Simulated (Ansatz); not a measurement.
**Changing the shape of C2H4N2, singlet**

Calculated in Ansatz's Gaussian-basis code. Basis cc-pVTZ, nonrelativistic, 4 orbitals frozen in the corrections; active space CAS(4,4). Restricted Hartree–Fock, then the lowest state-specific CASSCF solution met for each case. Coupled cluster stands on the determinant that it favours, not always the lowest RHF. Single-reference values can break down or jump between states where bonds are stretched. Unlike active orbitals can shift such differences by tenths of an eV, at times by over 1 eV.

Case A:

```xyz
8

N     0.0000   -1.6626   -0.5831
C     0.0000   -0.3778   -0.6303
C     0.0000    0.3778    0.6303
N     0.0000    1.6626    0.5831
H     0.0000   -2.0494   -1.5336
H     0.0000    0.2307   -1.5415
H     0.0000   -0.2307    1.5415
H     0.0000    2.0494    1.5336
```

Case B:

```xyz
8

C     0.0000   -1.5442   -0.6368
N     0.0000   -0.2596   -0.6659
N     0.0000    0.2596    0.6659
C     0.0000    1.5442    0.6368
H     0.0000   -2.1100    0.2951
H     0.0000   -2.0704   -1.5866
H     0.0000    2.1100   -0.2951
H     0.0000    2.0704    1.5866
```

Energy less that of case A, in eV:

```json
{"case": "B", "RHF/ROHF": "+1.053", "CASSCF": "+1.031", "CCSD(T)": "+0.950"}
```

Question: Give the SC-NEVPT2 energies against case A.

Answer: B: +1.008 eV (23.2 kcal/mol).
